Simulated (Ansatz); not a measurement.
Series nitrenes, diatomics and small unsaturated species, computed as singlets and as triplets. Isolated molecules, 0 K electronic values unless said otherwise. One relaxed conformer stands for each flexible species; it need not be the lowest. Strings in code marks are SMILES.

Quantity: adiabatic spin-state energy, in kJ/mol. The DFT solution of `[CH+]` and `[BH]` is unstable or spin-contaminated; the geometry comes from it. HF references are unrestricted for open shells and restricted for singlets. The restricted reference of `[BH]`, `[AlH]`, `[CH+]` and `[SiH+]` is unstable towards unrestricted orbitals.

A: `[CH+]`: multiplicity 3 minus multiplicity 1
B: `[SiH+]`: multiplicity 3 minus multiplicity 1
C: `[BH]`: multiplicity 3 minus multiplicity 1
D: `[AlH]`: multiplicity 3 minus multiplicity 1

Rank these by adiabatic spin-state energy (lowest first), as composite: frozen-core CCSD(T) with HF/cc-pVQZ and the correlation energy extrapolated as X^-3 from cc-pVTZ and cc-pVQZ, plus full CI minus CCSD(T) in cc-pVTZ // B3LYP-D3(BJ)/def2-TZVP (Ansatz, a program for electronic structure) gives it.

A (117.3 kJ/mol), C (128.3 kJ/mol), D (181.3 kJ/mol), B (218.6 kJ/mol)
